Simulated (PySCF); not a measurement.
Ranking problems on computed properties.

Species are written as SMILES; each is one conformer at its optimised geometry, gas phase, non-relativistic unless stated; the electronic structure was computed with PySCF and density fitting.

The conformers computed, where there is a choice (atom-mapped SMILES and torsion angles):
- `[CH3:1][O:2][Si@@H:3]([OH:4])[SiH2:5][CH3:6]`: C1–O2–Si3–O4 52°, O2–Si3–Si5–C6 -172°, H–O4–Si3–O2 65°
- `[CH3:1][C:2](=[S:3])[c:4]1[cH:5][cH:6][cH:7][s:8]1`: C1–C2–C4–C5 180°
- `[CH:1]#[C:2][CH2:3][P:4]([CH3:5])[C:6](=[CH2:7])[CH3:8]`: C2–C3–P4–C5 52°, C3–P4–C6–C7 -32°
- `[CH2:1]=[CH:2][SiH:3]1[NH:4][SiH2:5][NH:6]1`: C1–C2–Si3–N4 20°
- `[CH3:1][S:2]/[CH:3]=[CH:4]\[F:5]`: C1–S2–C3–C4 0°

(1) Rank by electronic spatial extent ⟨r²⟩ about the centre of nuclear charge, lowest first (wB97X-D/def2-SVPD at GFN2-xTB geometries).
A. `N[NH3+]` ([N2H5]+)
B. `CC(=S)c1cccs1` (C6H6S2)
C. `CO[Si@@H](O)[SiH2]C` (C2H10O2Si2)
D. `S=C=S` (CS2)
E. `CN` (CH5N)

(2) By how much do the two ends of that ranking differ?

(3) Rank by lowest triplet excitation (Tamm–Dancoff), lowest first (TDA wB97X-D/def2-SVPD at GFN2-xTB geometries).
A. `S=C=S` (CS2)
B. `N[NH3+]` ([N2H5]+)
C. `NC` (CH5N)
D. `CC(=S)c1cccs1` (C6H6S2)
E. `CO[Si@@H](O)[SiH2]C` (C2H10O2Si2)

(4) Give the two extremes of that set in kJ/mol.

(5) Rank by lowest singlet excitation, lowest first (TDDFT wB97X-D/def2-SVPD at GFN2-xTB geometries).
A. `c1ccsc1C(C)=S` (C6H6S2)
B. `O(C)[Si@H]([SiH2]C)O` (C2H10O2Si2)
C. `CN` (CH5N)
D. `N[NH3+]` ([N2H5]+)
E. `S=C=S` (CS2)

(6) Rank by static isotropic polarisability, highest first (wB97X-D/def2-SVPD at GFN2-xTB geometries).
A. `CN` (CH5N)
B. `CC(=S)c1cccs1` (C6H6S2)
C. `CO[Si@@H](O)[SiH2]C` (C2H10O2Si2)
D. `N[NH3+]` ([N2H5]+)
E. `S=C=S` (CS2)

(7) By how much do the two ends of that ranking differ?

(8) Rank by smallest rotational constant, highest first (GFN2-xTB).
A. `c1(C(=S)C)cccs1` (C6H6S2)
B. `C=C[SiH]1N[SiH2]N1` (C2H8N2Si2)
C. `CN` (CH5N)
D. `S=C=S` (CS2)
E. `CS/C=C\F` (C3H5FS)
F. `N[NH3+]` ([N2H5]+)
G. `C#CCP(C)C(=C)C` (C7H11P)

(9) Give the two extremes of that set in cm⁻¹.

(10) Rank by HOMO–LUMO gap, lowest first (wB97X-D/def2-SVPD at GFN2-xTB geometries).
A. `CN` (CH5N)
B. `S=C=S` (CS2)
C. `[NH3+]N` ([N2H5]+)
D. `CO[Si@@H](O)[SiH2]C` (C2H10O2Si2)

(11) Give the two extremes of that set in kcal/mol.

## Answers

(1) A (81 bohr²), E (95 bohr²), D (343 bohr²), C (1205 bohr²), B (1374 bohr²).

(2) By 1293 bohr², between `CC(=S)c1cccs1` and `N[NH3+]`.

(3) D (1.86 eV), A (3.38 eV), E (5.81 eV), C (6.27 eV), B (7.39 eV).

(4) `CC(=S)c1cccs1`: 180 kJ/mol; `N[NH3+]`: 713 kJ/mol.

(5) A (2.22 eV), E (3.86 eV), C (6.47 eV), B (6.62 eV), D (7.67 eV).

(6) B (115.1 au), C (86.4 au), E (54.2 au), A (24.6 au), D (17.5 au).

(7) By 97.6 au, between `CC(=S)c1cccs1` and `N[NH3+]`.

(8) C (22.194 GHz), F (21.892 GHz), D (3.289 GHz), E (2.136 GHz), B (1.477 GHz), G (1.186 GHz), A (0.794 GHz).

(9) `CC(=S)c1cccs1`: 0.0265 cm⁻¹; `CN` (methylamine): 0.7403 cm⁻¹.

(10) B (9.25 eV), D (11.07 eV), A (11.32 eV), C (12.65 eV).

(11) `S=C=S`: 213 kcal/mol; `N[NH3+]`: 292 kcal/mol.
